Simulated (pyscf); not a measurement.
`[NH2][SiH]` [singlet] + `[FH]` → `[NH]=[SiH][F]` + `[H][H]`, a concerted two-bond exchange (singlet surface; H–N, F–H broken, F–Si, H–H formed). Structures and frequencies: ωB97X-D3(BJ)/def2-SVP in PySCF. Energies in kJ/mol from the separated reactants.

AM1 to PM7: differences of heats of formation from MOPAC, which are fitted to 298 K values and so differ in kind from electronic energies by zero-point and thermal terms. 

### Question
In single points PM6 puts the saddle at 218.2 kJ/mol and the reaction energy at -293.8 kJ/mol. Should these be trusted to within a few kcal/mol? Compare with ωB97M-D3(BJ)/def2-TZVP.

### Answer
ωB97M-D3(BJ)/def2-TZVP gives ΔE‡ = 282.0 kJ/mol and ΔE = -56.7 kJ/mol. PM6 lies 63.9 kJ/mol under it in the barrier and 237.1 kJ/mol under it in the reaction energy, so on this step it does not hold to within 12.6 kJ/mol. ωB97M-D3(BJ)/def2-TZVP has limits of its own. On the reactant side the descent ends in a complex (not fully relaxed), 19.6 kJ/mol under the separated species and 309.5 kJ/mol under the saddle at ωB97X-D3(BJ)/def2-TZVP. The same reactants have a lower exit, to H₂N–Si:–F [singlet] + H₂ (barrier +31.6 kJ/mol at ωB97M-D3(BJ)/def2-TZVP, against +282.0 kJ/mol here). HN=SiH–F lies 107.8 kJ/mol over its isomer H₂N–Si:–F [singlet] (electronic energy, ωB97M-D3(BJ)/def2-TZVP). One saddle was located; it need not be the lowest between these sides. One closed-shell reference is unstable to symmetry breaking; treat the single-reference values with care.
